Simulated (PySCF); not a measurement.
## TDDFT excited states: C3H9P

Trimethylphosphine, C₃H₉P.
InChI=1S/C3H9P/c1-4(2)3/h1-3H3

Computed, not measured: TDDFT CAM-B3LYP/def2-SVPD, vertical, gas phase, core orbitals frozen in the response (PySCF 2.14.0, density-fitted response routines). Isolated species at its PBE0-D3(BJ)/def2-SVP geometry, gas phase.

```
state  E (eV)  E (kJ/mol)  λ (nm)       f  |μ| (D)  symmetry  main configurations (H = HOMO, L = LUMO)
   S1    6.36         614   195.0  0.0009     0.19         –                                 H→L (94%)
   S2    6.60         637   187.9   0.113     2.13         E                          H→L+1/L+2 (≥90%)
   S3    6.60         637   187.9   0.114     2.13         E                          H→L+1/L+2 (≥90%)
   S4    7.52         725   164.9   0.315     3.33        A1                  H→L+3 (83%), H→L+4 (12%)
   S5    7.90         762   157.0  0.0000     0.04         –                  H→L+4 (83%), H→L+3 (14%)
   S6    7.96         768   155.7  0.0035     0.34         E                               H→L+5 (85%)
   S7    7.97         769   155.6  0.0035     0.34         E                               H→L+6 (85%)
   S8    8.29         800   149.6  0.0001     0.06         –                               H→L+7 (94%)
   S9    8.29         800   149.5  0.0001     0.05         –                               H→L+8 (94%)
```

Triplets (Tamm–Dancoff): T1 5.49 eV, H→L+1/L+2 (≥59%), H→L+5 (22%); T2 5.49 eV, H→L+1/L+2 (≥59%), H→L+6 (22%); T3 6.18 eV, H→L (91%).

The lowest singlet lies at 6.36 eV (195 nm, vacuum ultraviolet) and is very weak; its leading configuration is HOMO→LUMO (94%). The strongest level in the table is S4 at 7.52 eV (165 nm, f = 0.315). S2/S3, S6/S7 and S8/S9 lie within about 0.01 eV of each other in each set; the point group C3v has degenerate representations, and within a degenerate level the listed configurations can mix freely. Löwdin shares by element: HOMO phosphorus 62%, carbon 30%; LUMO carbon 45%, hydrogen 6% or more (atoms not listed hold the other 49%). Of the 9 states listed, 3 reach f = 0.01 and 3 stay under 0.0005. The oscillator strengths of these states sum to 0.551; summed over the whole spectrum of an exact calculation they would give the number of electrons, 42 (Thomas–Reiche–Kuhn). The listed states span 1.93 eV, and the widest gap between neighbours is 0.92 eV (S3 to S4). No computed singlet lies in the visible range (380 to 750 nm); the lowest, at 195 nm, stands 3.10 eV above its violet end (3.26 eV). All these states lie below the vertical ionisation energy of 8.54 eV (ΔSCF). Symmetry labels in C3v follow from the direction of the transition dipole and are given only for states with f of 0.002 or more. Orbitals of the list HOMO-3 to LUMO+2 that lie within 0.01 eV of each other are written together with a slash and their weights summed (≥ marks a lower bound); for degenerate orbitals outside that list single weights are arbitrary. Singlets were solved by full linear response, triplets in the Tamm–Dancoff approximation. The highest level found (8.97 eV, f 0.088 so far) is left out, since the window may have cut off a degenerate partner.

The run took 24 s wall (grids of density and orbitals included) on one thread, Intel Xeon 6975P-C (x86_64), shared host with 96 logical CPUs at a one-minute load of 27, and the process peaked at 0.72 GiB of memory.

Without π bonds the low states may be Rydberg-like; a valence basis with one diffuse set may place them up to an eV too high.
